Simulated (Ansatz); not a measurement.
CH4OSi, SMILES C[Si]O, a composite energy at a relaxed geometry

Computed with Ansatz 0.2.0 through its Python package.

The script, `composite_ch4osi.py`:
```python
# -*- coding: utf-8 -*-
import logging
import sys
import warnings

import ansatz
import numpy as np

logging.basicConfig(stream=sys.stdout, format='%(levelname)s %(message)s')
logger = logging.getLogger('ch4osi')
logger.setLevel(logging.INFO)


def main():
    warnings.simplefilter('ignore', ansatz.DeckWarning)

    system = (
        ansatz.Crystal.molecule()
        .atom('C', [-0.6779, 0.4529, -0.2995])
        .atom('Si', [1.0462, 0.0809, -0.5784])
        .atom('O', [1.5327, -1.2015, 0.3228])
        .atom('H', [-1.2992, -0.3359, -0.5722])
        .atom('H', [-1.029, 1.342, -0.9454])
        .atom('H', [-0.9206, 0.7742, 0.7324])
        .atom('H', [1.4092, -1.1806, 1.2947])
    )

    calc = system.calculation()
    calc = calc.basis(gaussian='def2-SVP')
    calc = calc.functional('PBE0')
    symbols = [site.symbol for site in system.cartesian_sites]
    start = np.array([site.position_ang for site in system.cartesian_sites], dtype=float)
    summary = calc.relax(force_tolerance=0.01).run(threads=1, backend='cpu').report
    end = np.array(summary['positions_ang'])
    logger.info('final positions (A) and the move of each atom')
    for symbol, xyz, old in zip(symbols, end, start):
        logger.info(f'{symbol:2s} {xyz[0]:10.5f} {xyz[1]:10.5f} {xyz[2]:10.5f}   {np.linalg.norm(xyz - old):7.4f}')

    minimum = ansatz.Crystal.molecule()
    for symbol, place in zip(symbols, end):
        minimum = minimum.atom(symbol, place.tolist())
    at_minimum = minimum.calculation()
    level = lambda method, basis: at_minimum.basis(gaussian=basis).correlation(method).run(threads=1, backend='cpu').report
    small, large, cluster = level('mp2', 'cc-pVDZ'), level('mp2', 'cc-pVTZ'), level('ccsd_t', 'cc-pVDZ')
    corr = lambda each: (each['free_energy_ev'] - each['reference_energy_ev']) / 27.211386246
    mp2_limit = (27 * corr(large) - 8 * corr(small)) / 19
    pieces = {'HF / cc-pVTZ': large['reference_energy_ev'] / 27.211386246, 'MP2 correlation, DZ-TZ limit': mp2_limit, 'CCSD(T) - MP2 / cc-pVDZ': corr(cluster) - corr(small)}
    for name, value in pieces.items():
        logger.info(f'{name:32s} {value:14.6f} Ha')
    logger.info(f'{"sum":32s} {sum(pieces.values()):14.6f} Ha')
    print('T1 diagnostic', round(cluster['correlation']['coupled_cluster']['t1_diagnostic'], 4))


if __name__ == '__main__':
    main()
```

```console
$ python composite_ch4osi.py
INFO final positions (A) and the move of each atom
INFO C    -0.62412    0.47111   -0.27891    0.0604
INFO Si    1.21209    0.14745   -0.72936    0.2340
INFO O     1.59012   -0.99942    0.43011    0.2359
INFO H    -1.21281   -0.46188   -0.36009    0.2614
INFO H    -1.09651    1.22414   -0.92916    0.1368
INFO H    -0.71411    0.82216    0.76613    0.2147
INFO H     0.90675   -1.27157    1.05567    0.5638
INFO HF / cc-pVTZ                        -404.055519 Ha
INFO MP2 correlation, DZ-TZ limit          -0.570852 Ha
INFO CCSD(T) - MP2 / cc-pVDZ               -0.047425 Ha
INFO sum                                 -404.673796 Ha
T1 diagnostic 0.0152
```

Total energies depend on the basis set; only differences at equal settings carry meaning. The sum leaves out core correlation, relativity, the Hartree-Fock basis error and zero-point energy; a DZ-TZ extrapolation is rough. Inner cores stay frozen, so this is valence correlation. For Al to Cl the sets with a tight d function, cc-pV(X+d)Z, are usual. Wall time of the script: 41 s on 1 thread of Intel(R) Xeon(R) Platinum 8259CL CPU @ 2.50GHz (Skylake/Cascade Lake), on a shared host, peak memory 0.31 GiB.

(A comment or docstring line of the script was reworded after the run, the code is as it ran; lines on the test bed's own set-up are left out of the output.)
